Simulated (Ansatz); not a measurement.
# CH2O: the cost of one run

Program: Ansatz 0.2.0. Level of theory: the levels named in each step. These are calculated values, not measurements.

**1. The system as given**

Bond lengths: C1–O2 1.192 Å, C1–H3 1.103 Å, C1–H4 1.103 Å. Angles: O2–C1–H3 122.8°, O2–C1–H4 122.8°, H3–C1–H4 114.5°.

As a file:

```xyz
4

C    -0.5855    0.1064    0.0032
O     0.5873   -0.1068   -0.0033
H    -1.3387   -0.6995    0.0116
H    -1.0070    1.1258    0.0017
```

**2. A rough first relaxation, PBE-D4/def2-SVP**

This run stands in another session on the same molecule. It ended at:

```xyz
4

C    -0.5815    0.1057    0.0039
O     0.6072   -0.1104   -0.0036
H    -1.3549   -0.7211    0.0116
H    -1.0147    1.1517    0.0014
```

**3. Relaxation, PBE0-D4/def2-TZVPP**

This run stands in another session on the same molecule. It ended at:

```xyz
4

C    -0.5913    0.1074    0.0034
O     0.5849   -0.1063   -0.0039
H    -1.3367   -0.7120    0.0119
H    -1.0008    1.1368    0.0019
```

**4. Frequencies, PBE0-D4/def2-TZVPP**

File input.yaml:

```yaml
crystal:
  periodic: [false, false, false]
  atoms:
    - { symbol: C, position_ang: [-0.59125691, 0.10743641, 0.00335801] }
    - { symbol: O, position_ang: [0.58486562, -0.10631286, -0.00389418] }
    - { symbol: H, position_ang: [-1.33671822, -0.71197952, 0.01192668] }
    - { symbol: H, position_ang: [-1.00080051, 1.13675596, 0.0018795] }
basis:
  gaussian: { orbitals: def2-TZVPP }
hamiltonian:
  xc: pbe0
  dispersion: d4
phonons: {}
```

Started as:

```sh
$ ansatz run input.yaml --threads 2 --pin off --max-ram 5120MiB --backend cpu --events-out ev --progress --plain --runs-dir out
```

What time and memory should one allow on 2 threads of Intel Xeon at 2.50GHz (Skylake/Cascade Lake), shared host?

About 52 s, with a peak of 0.13 GiB.
